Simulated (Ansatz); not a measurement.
# CH₂ (singlet): the correlation ladder at scale of all distances = 1.121, cc-pVDZ

How much of the correlation energy of CH₂ (singlet) does each wave-function method recover here?

Computed with Ansatz 0.2.0, Gaussian basis. Level: cc-pVDZ, core rule «outside noble gas», up to 1 orbitals frozen.

Plan: UHF; CCSD(T) on RHF; CCSD(T) on UHF; BCCD(T) on RHF; CISD; CCSDT(Q) on RHF; CCSDT(Q) on UHF; CISDTQ; CCSDTQ on RHF; CASSCF and MRCISD+Q, 2 electrons in 2 orbitals; CASSCF and NEVPT2, 2 electrons in 2 orbitals; CASSCF and MRCISD+Q, 6 electrons in 6 orbitals; CASSCF and NEVPT2, 6 electrons in 6 orbitals; Full CI.

14 further runs of the same task are left out: 9 that didn't finish, 5 set aside as unsound or not needed.

### 1 The system

The geometry derives from a PBE0/def2-TZVP stationary point (not a proven minimum). All distances are scaled together.

3 atoms, charge 0, spin multiplicity 1.

Atoms are counted from 1 here; the program's logs count them from 0.

Bond lengths: C1–H2 1.247 Å, C1–H3 1.247 Å. Angles: H2–C1–H3 101.6°.

Coordinates:

```xyz
3

C     0.0000   -0.1133    0.0000
H     0.0000    0.6750   -0.9664
H     0.0000    0.6750    0.9664
```

### 2 UHF

in.yaml reads:

```yaml
crystal:
  periodic: [false, false, false]
  atoms:
    - {symbol: C, position_ang: [0.000000, -0.113291, 0.000000]}
    - {symbol: H, position_ang: [0.000000, 0.674990, -0.966406]}
    - {symbol: H, position_ang: [0.000000, 0.674990, 0.966406]}
basis:
  gaussian: {orbitals: cc-pVDZ}
magnetization: {spin_polarized: true, initial_magnetization: 0}
hamiltonian: {xc: hf}
output: {orbitals: {seedname: orbitals}}
```

The run is started by

```sh
$ ansatz run in.yaml --threads 1 --pin off --events-out ev --progress --plain --max-ram 2393MiB
```

Further steps of the session: CCSD(T) on RHF; CCSD(T) on UHF; BCCD(T) on RHF; CISD; CCSDT(Q) on RHF; CCSDT(Q) on UHF; CISDTQ; CCSDTQ on RHF; CASSCF and MRCISD+Q, 2 electrons in 2 orbitals; CASSCF and NEVPT2, 2 electrons in 2 orbitals; CASSCF and MRCISD+Q, 6 electrons in 6 orbitals; CASSCF and NEVPT2, 6 electrons in 6 orbitals; Full CI.

Before running them: what should the planned runs give, taken together? Wanted: FCI below the RHF energy; RMP2 from FCI; UMP2 from FCI; RCCSD from FCI; RCCSD(T) from FCI; UCCSD(T) from FCI; RCCSDT(Q) from FCI; UCCSDT(Q) from FCI; NEVPT2 pair from FCI.

**Answer**, as computed:

| quantity | value |
| --- | --- |
| FCI below the RHF energy | -4.0537 eV |
| RMP2 from FCI | +934.4 meV |
| UMP2 from FCI | +824.7 meV |
| RCCSD from FCI | +116.2 meV |
| RCCSD(T) from FCI | +26.2 meV |
| UCCSD(T) from FCI | +38.2 meV |
| RCCSDT(Q) from FCI | +1.1 meV |
| UCCSDT(Q) from FCI | +1.8 meV |
| NEVPT2 pair from FCI | +809.3 meV |
| NEVPT2 valence from FCI | +538.1 meV |
| MRCISD+Q valence from FCI | +3.7 meV |
| levels within 1 kcal/mol (43 meV) | RCCSD(T), UCCSD(T), BCCD(T), RCCSDT, UCCSDT, CISDTQ, RCCSDT(Q), UCCSDT(Q), RCCSDTQ, MRCISD+Q valence |
| T1 diagnostic | 0.011 |
| effectively unpaired electrons | 0.09 |

RCCSD(T) lands +26.2 meV from the yardstick (0.6 % of the correlation energy). One determinant dominates. Of the multireference levels listed MRCISD+Q valence comes nearest in total energy (+3.7 meV), which doesn't show that its space is the better one. These misses are within one basis, not against nature.
